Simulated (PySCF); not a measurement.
Compound: C5H11N.
SMILES with atom numbers: `[CH2:1]=[CH:2][C@@H:3]([CH3:4])[NH:5][CH3:6]` (hydrogens: H7, H8 on C1; H9 on C2; H10 on C3; H11, H12, H13 on C4; H14 on N5; H15, H16, H17 on C6)

All values: PBE0/def2-SVPD (PySCF, non-relativistic), on one gas-phase PBE0-D3(BJ)/def2-SVP geometry that isn't relaxed in the solvent. The solvent is an IEF-PCM continuum (cavity from Bondi-type radii × 1.2). Specific hydrogen bonds and non-electrostatic terms are outside this model.

Gas phase at PBE0/def2-SVPD: HOMO -6.50 eV, LUMO 0.24 eV, dipole 0.96 D.

Problem. What does the continuum do to the energy, the frontier levels and the dipole at PBE0/def2-SVPD in cyclohexane and acetonitrile?

Solution. 
| solvent | ε | E(solvent) − E(gas) (kcal/mol) | polarisation term (kcal/mol) | distortion of the solute (kcal/mol) | HOMO (eV) | LUMO (eV) | dipole (D) |
| --- | --- | --- | --- | --- | --- | --- | --- |
| cyclohexane | 2.017 | -1.29 | -1.35 | 0.06 | -6.50 | 0.26 | 1.11 |
| acetonitrile | 35.69 | -3.53 | -4.08 | 0.55 | -6.55 | 0.23 | 1.48 |

The first energy column is the sum of the next two and covers electrostatics alone. From cyclohexane to acetonitrile the lowering changes by a factor 2.73, Onsager's factor (ε − 1)/(2ε + 1) by 2.37 and ε itself by 17.7.

Problem. How does the static polarisability (PBE0/def2-SVPD, frozen core, with the continuum's full static response) change?

Solution. 
```csv
medium,isotropic (au),principal values (au),⟨r²⟩ of the electrons (bohr²)
gas,73.1,"63.6, 72.0, 83.7",706.0
cyclohexane,82.0,"72.0, 79.6, 94.3",705.7
acetonitrile,99.1,"90.6, 93.0, 113.8",705.2
```

The isotropic value in acetonitrile is 1.36 times the gas-phase one; no cavity-field correction is applied. ⟨r²⟩ is taken about the centre of nuclear charge.

The run took 28 s wall on an Arm Neoverse V1 with one thread, no GPU, on a shared host. This is the whole response run at PBE0/def2-SVPD in acetonitrile, SCF included.

The values belong to the conformer `[CH2:1]=[CH:2][C@@H:3]([CH3:4])[NH:5][CH3:6]`: C1–C2–C3–C4 112°, C2–C3–N5–C6 70°.
